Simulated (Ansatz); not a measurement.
Results of PBE (PAW; Ansatz, an electronic-structure program) for hcp Ru.

Settings: plane-wave cutoff 520 eV, 16×16×10 k mesh (along the axes of the cell as run), Fermi–Dirac smearing 0.1 eV, perturbation theory, force constants from a 4×4×2 q mesh, no spin polarisation, scalar-relativistic PAW data made under PBE.

Q: What does this level give for the zero-point energy?

A: 
* **zero-point energy**: 0.036 eV/atom

The result took around 10 core-minutes (rough).
